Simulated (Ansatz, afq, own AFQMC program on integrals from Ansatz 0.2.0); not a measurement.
BH₄, doublet: AFQMC among the cluster methods

```csv
atom,x (Å),y (Å),z (Å)
H,-2.2119,0.0000,0.0000
H,-1.4669,0.0000,0.0000
B,0.2091,0.0000,0.0000
H,0.7182,0.0000,1.0770
H,0.7182,0.0000,-1.0770
```

Basis cc-pVTZ. Only valence electrons are correlated. Ansatz 0.2.0 and our own AFQMC program on the same integrals; the CISD trial comes from CCSD amplitudes, and released means the phaseless constraint is let go. Uncertainties: one standard error, sampling alone.

Determinant: UHF, the one that the program's search chose, which needn't be the lowest solution. The geometry is a point of a scan.

No full CI on the walks' own integrals is used here; CCSDT(Q) serves as the reference and is uncertain by about the last step of the cluster series.

The T1 diagnostic is 0.0120. The weight of the determinant in the CISD state is 0.930, the ⟨S²⟩ of the determinant is 0.765 and the size of the correlated space is 7 electrons in 85 orbitals.

| level | correlation energy (eV) |
| --- | --- |
| MP2 | -3.3125 |
| CCSD | -4.0375 |
| CCSD(T) | -4.1141 |

Q: Estimate where phaseless AFQMC with a CISD trial lies against CCSD(T) on the same integrals.

A: 10.6 ± 1.2 meV below CCSD(T).

Reference: CCSDT(Q), correlation energy -4.132 eV. The released energy is read at 2.40 1/Eh (meV from the phaseless value at times in 1/Eh: -1.3 ± 1.3 at 0.24, -4.5 ± 1.7 at 0.51, -6.5 ± 1.3 at 0.99, -4.9 ± 1.5 at 1.62, -8.6 ± 1.7 at 2.40).

```tsv
level	E − E(reference) (meV)	share of correlation (%)
CCSD(T)	17.6	99.57
CCSDT	1.5	99.96
ph-AFQMC/CISD	7.1 ± 1.2	99.83
released AFQMC	-1.5 ± 1.7	100.04
```

A walk keeps the symmetry of its determinant, which the program's search chose and which needn't be the lowest solution, so a lower state of the same spin and another symmetry isn't excluded. Released energies are given only where the last usable release times agree within the noise; a slower fall can still hide under it.
